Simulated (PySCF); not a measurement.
# NaO⁺ (triplet): basis, grid and Hamiltonian

Aim: see how much the energy and properties of NaO⁺ (triplet) depend on the numerical set-up.

Method: each script names its method and basis; program: PySCF 2.14.0.

4 further runs of the same task are left out: 4 that didn't finish.

### 1 Starting geometry

NaO⁺ (triplet): 2 atoms, charge 1, spin multiplicity 3.

Bond lengths: Na1–O2 2.116 Å.

### 2 The base run

Input file input.py:

```python
from pyscf import gto, scf, mcscf

mol = gto.M(
    atom='Na 0 0 0; O 0 0 2.116',
    basis='x2c-svpall',
    charge=1,
    spin=2,
    verbose=4,
)
mf = scf.ROHF(mol)
mf = mf.sfx2c1e()
mf = mf.density_fit(auxbasis='def2-universal-jkfit')
mf.kernel()
mc = mcscf.CASCI(mf, 6, 6)
mc.kernel()
mc.analyze()
mf.dip_moment()
print('orbital energies (hartree):', mf.mo_energy[..., max(0, mol.nelec[1]-3):mol.nelec[0]+3].round(4))
```

The run is started by

```console
> OMP_NUM_THREADS=1 python input.py
```

Its log is not repeated here.

Base result: E(SCF) = -236.588945 Eh, 8 cycles, E(CAS) − E(SCF) = -0.00025 Eh.

The bond length is a typed value, not an optimised one. The dipole of an ion depends on the origin. The triplet is typed in the script; nothing here shows that it is the ground state.

### 3 6-31g* (X2C off)

Variant 1 changes basis set: x2c-svpall → 6-31g*; spin-free X2C: on → off.

Input file input.py:

```python
from pyscf import gto, scf, mcscf

mol = gto.M(
    atom='Na 0 0 0; O 0 0 2.116',
    basis='6-31g*',
    charge=1,
    spin=2,
    verbose=4,
)
mf = scf.ROHF(mol)
mf = mf.density_fit(auxbasis='def2-universal-jkfit')
mf.kernel()
mc = mcscf.CASCI(mf, 6, 6)
mc.kernel()
mc.analyze()
mf.dip_moment()
print('orbital energies (hartree):', mf.mo_energy[..., max(0, mol.nelec[1]-3):mol.nelec[0]+3].round(4))
```

The run is started by

```console
> OMP_NUM_THREADS=1 python input.py
```

### 4 Density fitting none

Variant 2 changes density fitting: def2-universal-jkfit → none.

input.py, as its differences from that of step 2:

```diff
@@ -11,3 +11,2 @@
 mf = mf.sfx2c1e()
-mf = mf.density_fit(auxbasis='def2-universal-jkfit')
 mf.kernel()
```

### 5 Jorge-dzp (X2C off)

Variant 3 changes basis set: x2c-svpall → jorge-dzp; spin-free X2C: on → off.

input.py, as its differences from that of step 2:

```diff
@@ -4,3 +4,3 @@
     atom='Na 0 0 0; O 0 0 2.116',
-    basis='x2c-svpall',
+    basis='jorge-dzp',
     charge=1,
@@ -10,3 +10,2 @@
 mf = scf.ROHF(mol)
-mf = mf.sfx2c1e()
 mf = mf.density_fit(auxbasis='def2-universal-jkfit')
```

### 6 Def2-svp (X2C off)

Variant 4 changes basis set: x2c-svpall → def2-svp; spin-free X2C: on → off.

input.py, as its differences from that of step 2:

```diff
@@ -4,3 +4,3 @@
     atom='Na 0 0 0; O 0 0 2.116',
-    basis='x2c-svpall',
+    basis='def2-svp',
     charge=1,
@@ -10,3 +10,2 @@
 mf = scf.ROHF(mol)
-mf = mf.sfx2c1e()
 mf = mf.density_fit(auxbasis='def2-universal-jkfit')
```

### 7 Crenbl (core potential on, X2C off)

Variant 5 changes basis set: x2c-svpall → crenbl; core potential: off → on; spin-free X2C: on → off. The core potential changes with it: totals don't compare.

input.py, as its differences from that of step 2:

```diff
@@ -4,3 +4,4 @@
     atom='Na 0 0 0; O 0 0 2.116',
-    basis='x2c-svpall',
+    basis='crenbl',
+    ecp={'Na': 'crenbl', 'O': 'crenbl'},
     charge=1,
@@ -10,3 +11,2 @@
 mf = scf.ROHF(mol)
-mf = mf.sfx2c1e()
 mf = mf.density_fit(auxbasis='def2-universal-jkfit')
```

**Question.** What will these runs give? Wanted: for each run, E(SCF); from base; after the SCF.

The runs gave:

```tsv
run	E(SCF) (hartree)	from base (eV)	cycles	functions	after the SCF
base	-236.588945	0	8	29	CASCI correlation -0.007 eV
6-31g* (X2C off)	-236.441768	not comparable	9	32	CASCI correlation -0.006 eV
density fitting none	-236.588982	-0.0010	8	29	CASCI correlation -0.007 eV
jorge-dzp (X2C off)	-236.468695	not comparable	9	39	CASCI correlation -0.006 eV
def2-svp (X2C off)	-236.331639	not comparable	8	29	CASCI correlation -0.007 eV
crenbl (core potential on, X2C off)	-62.918134	not comparable	8	34	CASCI correlation -0.010 eV
```

**Reading.** Total energies from different bases, Hamiltonians or methods carry different errors, so properties are taken as differences within one set-up.
